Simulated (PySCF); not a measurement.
CHCl₃, charge +1, multiplicity 2. Atoms are numbered in the order given.

```xyz
5

Cl    -1.4889    -0.8596    -0.0603
C      0.0000     0.0000     0.2755
Cl     1.4889    -0.8596    -0.0603
Cl     0.0000     1.7192    -0.0603
H      0.0000     0.0000     1.4241
```
Charge +1, spin multiplicity 2.

Coordinates come from a PBE-D3(BJ)/def2-SVP optimisation. The spin state was assumed, not searched.

These are PySCF with PBE-D3(BJ)/def2-SVP values and carry that method's errors.

Frequencies are harmonic and unscaled.

Modes within 1.5 cm⁻¹ of each other (mostly degenerate sets) share a row, with their intensities summed.

```
mode  ν (cm⁻¹)  IR (km/mol)  moving atoms (share of kinetic energy)
----  --------  -----------  --------------------------------------
1–2        260          4.5                                 Cl 95 %
3          400          0.9                         Cl 78 %, C 20 %
4          554          1.2                         C 63 %, Cl 33 %
5–6        710          2.9                  C 79 %, H 12 %, Cl 9 %
7–8        904        303.4                          H 85 %, Cl 8 %
9         2639        146.0                                  H 93 %
```
